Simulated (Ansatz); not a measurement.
This geometry of AlClH2 + H2 (6 atoms, charge 0, multiplicity 1) is a first-order saddle point.

All numbers below come from RKS r2SCAN-D4/def2-mTZVP in Ansatz.

```xyz
6
Properties=species:S:1:pos:R:3
Al 0.019 -0.418 -0.195
Cl 0.010 -0.001 2.378
H 1.403 0.212 -0.637
H -1.398 0.136 -0.632
H 0.061 -1.943 0.362
H 0.048 -1.251 1.888
```

Question: Which two structures does it join? (They come from a converged band through this point; their orientation in space is the band's.)

Answer: Bonds broken: Al1–Cl2, H5–H6. Bonds formed: Al1–H5, Cl2–H6. AlClH2 + H2 becomes AlClH4.

First end point:

```xyz
6
Properties=species:S:1:pos:R:3
Al 0.001 0.200 0.210
Cl -0.017 0.880 2.209
H 1.402 0.066 -0.500
H -1.390 -0.020 -0.497
H 0.082 -2.292 0.510
H 0.068 -2.100 1.233
```

Last end point:

```xyz
6
Properties=species:S:1:pos:R:3
Al 0.021 -0.440 -0.339
Cl 0.009 -0.066 2.300
H 1.375 0.342 -0.627
H -1.379 0.255 -0.627
H 0.070 -2.020 -0.109
H 0.048 -1.337 2.568
```

Question: How far does it lie above each of them?

Answer: 1.52 eV above the first and 0.09 eV above the second. This is the barrier of this one path; another mechanism may lie lower. The orbitals stay closed-shell, which can raise the energy where a bond breaks towards radicals; this wasn't checked here.

The run took 89 s on 1 thread of Arm Neoverse V1, on a shared host, peak memory 0.11 GiB.
